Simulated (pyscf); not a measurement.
PySCF, gas phase, ωB97X-D3(BJ)/def2-SVP geometries.

SMILES: C[CH2][SbH][CH2]C
```xyz
16

C      0.5985     2.1070    -0.2787
C     -0.5085     2.1026     0.7744
Sb    -2.0951     0.7054     0.2857
C     -0.9072    -1.0838     0.6099
C     -0.3600    -1.6676    -0.6925
H      1.3748     2.8553    -0.0471
H      1.1001     1.1275    -0.3403
H      0.2054     2.3398    -1.2826
H     -0.9680     3.1001     0.8655
H     -0.1117     1.8353     1.7660
H     -2.7410     0.7124     1.8721
H     -0.0957    -0.8301     1.3107
H     -1.5556    -1.8133     1.1209
H     -1.1744    -1.9401    -1.3835
H      0.2880    -0.9509    -1.2231
H      0.2377    -2.5764    -0.5094
```
Charge 0, spin multiplicity 1.

What is the homolytic dissociation enthalpy (298 K, ωB97M-D3(BJ)/def2-TZVP) of the H–Sb bond of H₃C–CH₂–SbH–CH₂–CH₃ (SMILES C[CH2][SbH][CH2]C), to H₃C–CH₂–Sb•–CH₂–CH₃ + H•?

H–Sb to H₃C–CH₂–Sb•–CH₂–CH₃ + H•: 65.6 kcal/mol. The 7 functionals that were run give +58.9 (M06-2X) to +67.3 kcal/mol (ωB97X-D3(BJ)/def2-TZVP). Other isomers of H₃C–CH₂–Sb•–CH₂–CH₃ were not searched in full and may lie lower. Elements past Kr carry the def2 core potentials, without spin-orbit coupling.
